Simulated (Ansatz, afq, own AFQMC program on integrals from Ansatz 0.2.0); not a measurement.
**BGeH⁺, doublet: AFQMC among the cluster methods**

```json
{"atom": "Ge", "x (Å)": "0.0000", "y (Å)": "0.0000", "z (Å)": "1.6897"}
{"atom": "B", "x (Å)": "0.0000", "y (Å)": "0.0000", "z (Å)": "-0.2506"}
{"atom": "H", "x (Å)": "0.0000", "y (Å)": "0.0000", "z (Å)": "-1.4391"}
```

Connectivity, by distances: Ge–BH.

Basis cc-pVDZ. Noble-gas cores (and the filled d shells of Ga–Kr and In–Xe) are frozen. Integrals, coupled cluster, full CI and functionals: Ansatz 0.2.0; the random walks run on the same integrals in our own AFQMC program. ph-AFQMC/CISD is guided by a CISD state made of CCSD amplitudes; releasing the constraint for a short imaginary time cuts its bias at the price of noise, slowly where states lie close. Free projection: walkers drawn from exp(T), propagated without any constraint. Its projection time is finite, and what remains of the start isn't in its error. Error bars are statistical, one sigma. No spin–orbit coupling.

Determinant: UHF, the one that the program's search chose, which needn't be the lowest solution. The geometry is a PBE0/def2-TZVP stationary point of this or a neighbouring charge and spin state.

No full CI on the walks' own integrals is used here; CCSDT(Q) serves as the reference and is uncertain by about the last step of the cluster series.

Cautions: no relativity below Rb; no spin-orbit coupling; inner d shell frozen; an unrestricted solution with more broken spin lies lower (33 meV, ⟨S²⟩ 1.03).

The T1 diagnostic is 0.0125 and the weight of the determinant in the CISD state is 0.898. The ⟨S²⟩ of the determinant is 0.757 and the size of the correlated space is 7 electrons in 31 orbitals.

Reference: CCSDT(Q), correlation energy -3.812 eV. The released energy is read at 1.50 1/Eh (meV from the phaseless value at times in 1/Eh: 5 ± 9 at 0.24, 4 ± 6 at 0.50, 4 ± 8 at 1.00, 16 ± 10 at 1.50).

```tsv
level	E − E(reference) (meV)	share of correlation (%)
HF	3812.3	0.00
MP2	1016.0	73.35
CCSD	128.4	96.63
CCSD(T)	32.6	99.14
CCSDT	4.3	99.89
ph-AFQMC/CISD	-13.5 ± 8.6	100.35
released AFQMC	2.1 ± 9.9	99.94
free AFQMC	-0.1 ± 8.6	100.00
```

Free projections are given only where their last times agree within the noise and don't stop above the reference; a slow remainder of the start can still hide under it. A walk keeps the symmetry of its determinant, which the program's search chose and which needn't be the lowest solution, so a lower state of the same spin and another symmetry isn't excluded. Released energies are given only where the last usable release times agree within the noise; a slower fall can still hide under it.
